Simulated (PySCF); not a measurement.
# LiH⁺: energy against distance

Set-up: PySCF, no relativity, basis sets Li def2-SVPD, H def2-SVPD. Energies in eV from Li⁺ + H in their ground configurations at the same level. State: ²Σ⁺ (doublet), unpaired electrons σ ↑.

```
R (Å)      LDA      UHF     PBE0
1.936  -0.1495  -0.0634  -0.1041
2.026  -0.1689  -0.0859  -0.1252
2.116  -0.1787  -0.0985  -0.1365
2.183  -0.1815  -0.1032  -0.1403
2.251  -0.1815  -0.1051  -0.1414
2.318  -0.1793  -0.1048  -0.1402
2.409  -0.1739  -0.1021  -0.1362
2.521  -0.1645  -0.0963  -0.1287
2.656  -0.1510  -0.0874  -0.1177
2.836  -0.1315  -0.0747  -0.1018
```

Question: Put a parabola through the three lowest points of the LDA curve and estimate Re, k and ωe (reduced mass 0.8812 u; 1 eV/Å² = 0.16022 mdyn/Å; ωe = 1302.8·√(k/μ) cm⁻¹).

Answer: Through R = 2.116, 2.183, 2.251 Å the second-order coefficient is 0.310 eV/Å², so Re ≈ 2.217 Å, k ≈ 0.0992 mdyn/Å and ωe ≈ 437 cm⁻¹. A polynomial fit of higher order to the unrounded LDA energies gives Re = 2.216 Å, k = 0.0873 mdyn/Å, ωe = 410 cm⁻¹; anharmonicity and rounding make the difference.

The higher-order fit for each curve: LDA: Re = 2.216 Å, ωe = 410 cm⁻¹, De = 0.182 eV; UHF: Re = 2.274 Å, ωe = 359 cm⁻¹, De = 0.105 eV; PBE0: Re = 2.245 Å, ωe = 386 cm⁻¹, De = 0.141 eV.

The bond is weak. Basis-set superposition, not corrected here, can be much of De in a small basis, most of all at correlated wavefunction levels. For an ion De counts to the pair picked by the measured ionisation energies or electron affinities, which need not be the lowest pair at this level. The state was picked by a PBE0 search and need not be the measured ground state.
